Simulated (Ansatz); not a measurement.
Cartesian coordinates in Å:
```
C 0.684 -0.301 1.639
C -0.171 -0.401 0.405
O 0.334 0.520 -0.559
C -0.422 0.629 -1.669
F 0.057 1.650 -2.388
F -0.327 -0.488 -2.441
H 1.721 -0.546 1.408
H 0.324 -0.999 2.398
H 0.651 0.709 2.053
H -1.217 -0.150 0.629
H -0.146 -1.413 -0.011
H -1.488 0.792 -1.463
```

Total charge 0; spin multiplicity 1.

Question: List the PBE0/def2-TZVPP orbital energies in eV (the Gaussian-basis code of Ansatz). (Estimate.)

Answer: Ansatz gave: Occupied: -674.46, -674.26, -523.73, -283.76, -280.04, -278.27, -35.54, -33.66, -30.21, -22.11, -19.37, -18.00, -16.10, -15.88, -15.82, -13.73, -12.61, -12.49, -11.97, -11.58, -11.30, -10.95, -10.57, -10.01, -8.78. Lowest empty: 1.20, 1.87, 2.47, 2.74, 3.13, 3.27, 3.55, 3.72.
